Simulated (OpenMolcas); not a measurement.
Exact exchange and the electronic atomisation energy of CH2Cl2 (dichloromethane)

The species is CH2Cl2 (5 atoms), meant as a singlet with charge 0. SMILES: `ClCCl`. Geometry: relaxed at PBE0-D4/def2-TZVP.

The electronic atomisation energy y, in eV, basis aug-cc-pVDZ; a is the functional's share of exact exchange. Programs: OpenMolcas 26.06.

| functional | program | a | y (eV) |
| --- | --- | --- | --- |
| revPBE | OpenMolcas | 0 | 15.58 |
| TPSS | OpenMolcas | 0 | 15.90 |
| B3LYP | OpenMolcas | 0.2 | 15.48 |
| PBE0 | OpenMolcas | 0.25 | ? |
| BHLYP | OpenMolcas | 0.5 | 14.98 |

Task: Fit y = c + s·a to the known rows and predict PBE0.

Result: 
1. Means of the 4 rows: a = 0.1750, y = 15.485.
2. Σ(Δa)² = 0.1675, Σ(Δa·Δy) = -0.2535, so the slope is -0.2535/0.1675 = -1.5134.
3. Intercept: 15.485 − (-1.5134) × 0.1750 = 15.750. The largest residual of the fit is 0.17.
4. PBE0: 15.750 + (-1.5134) × 0.25 = 15.37 eV.

The run gave 15.91 eV, so the prediction is off by -0.54 eV, more than the scatter of the fit. The rows mix families of semi-local functionals, which the line can't see.
